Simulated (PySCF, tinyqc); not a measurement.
RHF in the sto-3g basis, for CH2, spin multiplicity 1, step by step (part 2 of 2). This run ends on a higher stationary point, not on the lowest solution. The lowest restricted solution is unstable here: a spin-polarised one lies 0.0181 hartree lower (PySCF). Computed by tinyqc, a small Python program that keeps every step (integrals from PySCF). Command: `OMP_NUM_THREADS=1 python tinyqc.py 22569 22570 out.jsonl` (the two numbers bound the seeds that draw the settings). One thread of a shared host (Intel(R) Xeon(R) Processor @ 2.60GHz), about 0.06 s of CPU time with the checks.

Geometry (angstrom):
```
atom         x          y         z
C     0.000000   0.000000  0.000000
H     0.000000   1.101000  0.846000
H     0.000000  -1.101000  0.846000
```

## Iteration 14 (converged): orbitals

converged F (hartree), order 1C 1s, 1C 2s, 1C 2px, 1C 2py, 1C 2pz, 2H 1s, 3H 1s:
$$\begin{pmatrix}
-10.888595 & -2.936703 & 0.000000 & 0.000000 & 0.009077 & -0.378109 & -0.378109 \\
-2.936703 & -1.295030 & 0.000000 & 0.000000 & -0.091116 & -0.470838 & -0.470838 \\
0.000000 & 0.000000 & -0.189021 & 0.000000 & 0.000000 & 0.000000 & 0.000000 \\
0.000000 & 0.000000 & 0.000000 & -0.020222 & 0.000000 & -0.280630 & 0.280630 \\
0.009077 & -0.091116 & 0.000000 & 0.000000 & 0.250547 & -0.136135 & -0.136135 \\
-0.378109 & -0.470838 & 0.000000 & -0.280630 & -0.136135 & -0.248770 & -0.075044 \\
-0.378109 & -0.470838 & 0.000000 & 0.280630 & -0.136135 & -0.075044 & -0.248770
\end{pmatrix}$$

X, order 1C 1s, 1C 2s, 1C 2px, 1C 2py, 1C 2pz, 2H 1s, 3H 1s:
$$\begin{pmatrix}
1.025991 & -0.142094 & 0.000000 & 0.000000 & -0.008050 & 0.020246 & 0.020246 \\
-0.142094 & 1.131220 & 0.000000 & 0.000000 & 0.067166 & -0.200412 & -0.200412 \\
0.000000 & 0.000000 & 1.000000 & 0.000000 & 0.000000 & 0.000000 & 0.000000 \\
0.000000 & 0.000000 & 0.000000 & 1.073208 & 0.000000 & -0.169053 & 0.169053 \\
-0.008050 & 0.067166 & 0.000000 & 0.000000 & 1.042171 & -0.126371 & -0.126371 \\
0.020246 & -0.200412 & 0.000000 & -0.169053 & -0.126371 & 1.109827 & -0.014349 \\
0.020246 & -0.200412 & 0.000000 & 0.169053 & -0.126371 & -0.014349 & 1.109827
\end{pmatrix}$$

Diagonalise F' = X^T F X, C = X C', fill 4 alpha and 4 beta electrons from the bottom; D = 2 C_occ C_occ^T. Each column has its largest component positive (the first on a tie).

F' = X^T F X (hartree):
$$\begin{pmatrix}
-10.658354 & -1.558812 & 0.000000 & 0.000000 & -0.006680 & -0.006925 & -0.006925 \\
-1.558812 & -0.580622 & 0.000000 & 0.000000 & 0.027547 & -0.318858 & -0.318858 \\
0.000000 & 0.000000 & -0.189021 & 0.000000 & 0.000000 & 0.000000 & 0.000000 \\
0.000000 & 0.000000 & 0.000000 & 0.170437 & 0.000000 & -0.317928 & 0.317928 \\
-0.006680 & 0.027547 & 0.000000 & 0.000000 & 0.331664 & -0.170683 & -0.170683 \\
-0.006925 & -0.318858 & 0.000000 & -0.317928 & -0.170683 & -0.003633 & 0.003744 \\
-0.006925 & -0.318858 & 0.000000 & 0.317928 & -0.170683 & 0.003744 & -0.003633
\end{pmatrix}$$

orbital energies (hartree): MO1 -10.894509, MO2 -0.662485, MO3 -0.376794, MO4 -0.189021, MO5 0.110291, MO6 0.539502, MO7 0.539855

coefficients C, order 1C 1s, 1C 2s, 1C 2px, 1C 2py, 1C 2pz, 2H 1s, 3H 1s:
$$\begin{pmatrix}
0.993320 & -0.225022 & 0.000000 & 0.000000 & -0.153040 & -0.113977 & 0.000000 \\
0.026913 & 0.759633 & 0.000000 & 0.000000 & 0.680678 & 0.586176 & 0.000000 \\
0.000000 & 0.000000 & 0.000000 & 1.000000 & 0.000000 & 0.000000 & 0.000000 \\
0.000000 & 0.000000 & 0.496581 & 0.000000 & 0.000000 & 0.000000 & 0.980990 \\
0.001220 & 0.073828 & 0.000000 & 0.000000 & -0.562505 & 0.894858 & 0.000000 \\
-0.004544 & 0.274188 & 0.506871 & 0.000000 & -0.444789 & -0.619309 & -0.635254 \\
-0.004544 & 0.274188 & -0.506871 & 0.000000 & -0.444789 & -0.619309 & 0.635254
\end{pmatrix}$$

D after iteration 14, order 1C 1s, 1C 2s, 1C 2px, 1C 2py, 1C 2pz, 2H 1s, 3H 1s:
$$\begin{pmatrix}
2.074641 & -0.288402 & 0.000000 & 0.000000 & -0.030803 & -0.132424 & -0.132424 \\
-0.288402 & 1.155533 & 0.000000 & 0.000000 & 0.112230 & 0.416320 & 0.416320 \\
0.000000 & 0.000000 & 2.000000 & 0.000000 & 0.000000 & 0.000000 & 0.000000 \\
0.000000 & 0.000000 & 0.000000 & 0.493185 & 0.000000 & 0.503405 & -0.503405 \\
-0.030803 & 0.112230 & 0.000000 & 0.000000 & 0.010904 & 0.040474 & 0.040474 \\
-0.132424 & 0.416320 & 0.000000 & 0.503405 & 0.040474 & 0.664236 & -0.363437 \\
-0.132424 & 0.416320 & 0.000000 & -0.503405 & 0.040474 & -0.363437 & 0.664236
\end{pmatrix}$$

## Convergence

Stop when the energy changes by less than 1e-10 hartree and every element of the error matrix X^T (F D S - S D F) X is below 3e-06.

Course of the cycle:
```
iteration   E (hartree)     change  largest element of the error matrix
1          -36.66051911          -                             4.33e-01
2          -38.03678469  -1.38e+00                             1.14e-01
3          -38.08185350  -4.51e-02                             2.83e-02
4          -38.08369601  -1.84e-03                             9.99e-03
5          -38.08391881  -2.23e-04                             3.19e-03
6          -38.08395437  -3.56e-05                             1.18e-03
7          -38.08396056  -6.19e-06                             5.25e-04
8          -38.08396167  -1.11e-06                             2.25e-04
9          -38.08396187  -2.00e-07                             9.65e-05
10         -38.08396190  -3.62e-08                             4.12e-05
11         -38.08396191  -6.57e-09                             1.76e-05
12         -38.08396191  -1.19e-09                             7.50e-06
13         -38.08396191  -2.16e-10                             3.20e-06
14         -38.08396191  -3.92e-11                             1.36e-06
```

PySCF RHF in the same basis = -38.29905629 hartree

Converged in 14 iterations. But the solution lies 0.21509 hartree above the reference: it is another stationary point, not the lowest restricted one. Reruns (cap 100 unless said): DIIS 8: converged in 9 to a higher stationary point; damping 0.5: converged in 36 to a higher stationary point; level shift 0.5: converged in 26 to a higher stationary point; atomic densities as start, DIIS 8: converged in 8.

## Populations, bond orders and dipole

overlap S, order 1C 1s, 1C 2s, 1C 2px, 1C 2py, 1C 2pz, 2H 1s, 3H 1s:
$$\begin{pmatrix}
1.000000 & 0.248362 & 0.000000 & 0.000000 & 0.000000 & 0.031383 & 0.031383 \\
0.248362 & 1.000000 & 0.000000 & 0.000000 & 0.000000 & 0.334787 & 0.334787 \\
0.000000 & 0.000000 & 1.000000 & 0.000000 & 0.000000 & 0.000000 & 0.000000 \\
0.000000 & 0.000000 & 0.000000 & 1.000000 & 0.000000 & 0.281222 & -0.281222 \\
0.000000 & 0.000000 & 0.000000 & 0.000000 & 1.000000 & 0.216089 & 0.216089 \\
0.031383 & 0.334787 & 0.000000 & 0.281222 & 0.216089 & 1.000000 & 0.084787 \\
0.031383 & 0.334787 & 0.000000 & -0.281222 & 0.216089 & 0.084787 & 1.000000
\end{pmatrix}$$

Mulliken: Z minus the diagonal of D S on the atom; Loewdin: the same with S^(1/2) D S^(1/2); Mayer order: 2 sum_s sum (D(s) S)_ij (D(s) S)_ji over the two atoms.

Charges (e):
```
atom   Mulliken    Loewdin
1C    -0.162082  -0.128105
2H     0.081041   0.064052
3H     0.081041   0.064052
```

Mayer bond orders:
```
pair     order
2-1   0.900579
3-1   0.900579
3-2   0.092853
```

dipole moment about the origin, x y z (debye): [0.000000, 0.000000, 0.034068]
